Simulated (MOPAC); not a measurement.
MOPAC input (MNDO):

```
MNDO 1SCF GEO-OK AUX(PRECISION=9) THREADS=1
N2

N    -0.00000000 1   -0.00000000 1   -0.54544247 1
N     0.00000000 1    0.00000000 1    0.54544247 1
```

Output:

```
 *******************************************************************************
 **                                                                           **
 **                              MOPAC v23.2.5                                **
 **                                                                           **
 *******************************************************************************
 ** MOPAC's Digital Object Identifier: https://doi.org/10.5281/zenodo.6511958 **
 **                                                                           **
 ** Please cite the open-source release paper for use of this MOPAC version:  **
 ** J. E. Moussa and J. J. P. Stewart (2026)                                  **
 ** MOPAC: An open-source semiempirical molecular orbital program             **
 ** J. Open Source Softw., 11(119), 8025, https://doi.org/10.21105/joss.08025 **
 *******************************************************************************

                              MNDO CALCULATION RESULTS

 *******************************************************************************
 *  MNDO       - The MNDO Hamiltonian to be used
 *  GEO-OK     - OVERRIDE INTERATOMIC DISTANCE AND OTHER SAFETY CHECKS
 *  1SCF       - DO 1 SCF AND THEN STOP
 *  AUX        - OUTPUT AUXILIARY INFORMATION
 *******************************************************************************
MNDO 1SCF GEO-OK AUX(PRECISION=9) THREADS=1
 N2

   ATOM   CHEMICAL          X               Y               Z
  NUMBER   SYMBOL      (ANGSTROMS)     (ANGSTROMS)     (ANGSTROMS)

     1       N         -0.00000000  *  -0.00000000  *  -0.54544247  *
     2       N          0.00000000  *   0.00000000  *   0.54544247  *

          CARTESIAN COORDINATES

    NO.       ATOM           X           Y           Z

     1         N         -0.0000     -0.0000     -0.5454
     2         N          0.0000      0.0000      0.5454

  N: (MNDO): M.J.S. DEWAR, W. THIEL, J. AM. CHEM. SOC., 99, 4899, (1977)

           Empirical Formula: N2  =     2 atoms

      MOLECULAR POINT GROUP   :   D*h

      RHF CALCULATION, NO. OF DOUBLY OCCUPIED LEVELS = 5

 -------------------------------------------------------------------------------
 MNDO 1SCF GEO-OK AUX(PRECISION=9) THREADS=1
 N2

     1SCF WAS SPECIFIED, SO BFGS WAS NOT USED
     SCF FIELD WAS ACHIEVED

                              MNDO CALCULATION
                                                       MOPAC v23.2.5 Linux

          FINAL HEAT OF FORMATION =          8.63848 KCAL/MOL =      36.14339 KJ/MOL

          COSMO AREA              =         54.67 SQUARE ANGSTROMS
          COSMO VOLUME            =         36.88 CUBIC ANGSTROMS

          IONIZATION POTENTIAL    =         14.845664 EV
          HOMO LUMO ENERGIES (EV) =        -14.846  1.180
          NO. OF FILLED LEVELS    =          5
          MOLECULAR WEIGHT        =         28.0134         POINT GROUP:  D*h

          MOLECULAR DIMENSIONS (Angstroms)

            Atom       Atom       Distance
            N     2    N     1     1.09088
            N     2    N     1     0.00000
            N     1    N     2     0.00000

          SCF CALCULATIONS        =          1

   ATOM   CHEMICAL          X               Y               Z
  NUMBER   SYMBOL      (ANGSTROMS)     (ANGSTROMS)     (ANGSTROMS)

     1       N         -0.00000000  *  -0.00000000  *  -0.54544247  *
     2       N          0.00000000  *   0.00000000  *   0.54544247  *

                             CARTESIAN COORDINATES

   1    N       -0.000000000    -0.000000000    -0.545442470
   2    N        0.000000000     0.000000000     0.545442470

           Empirical Formula: N2  =     2 atoms

      MOLECULAR POINT GROUP   :   D*h

                  EIGENVALUES
 -42.30521 -20.99997 -16.39367 -16.39367 -14.84566   1.17954   1.17954   6.97732

              NET ATOMIC CHARGES AND DIPOLE CONTRIBUTIONS

  ATOM NO.   TYPE          CHARGE      No. of ELECS.   s-Pop       p-Pop
    1          N          -0.000000        5.0000     1.84064     3.15936
    2          N           0.000000        5.0000     1.84064     3.15936
 DIPOLE           X         Y         Z       TOTAL
 POINT-CHG.     0.000     0.000     0.000     0.000
 HYBRID        -0.000     0.000    -0.000     0.000
 SUM           -0.000     0.000     0.000     0.000

          ATOMIC ORBITAL ELECTRON POPULATIONS

     Atom    s        px        py        pz
    1  N   1.84064   1.00000   1.00000   1.15936
    2  N   1.84064   1.00000   1.00000   1.15936

 **********************
 *                    *
 * JOB ENDED NORMALLY *
 *                    *
 **********************

 == MOPAC DONE ==
```
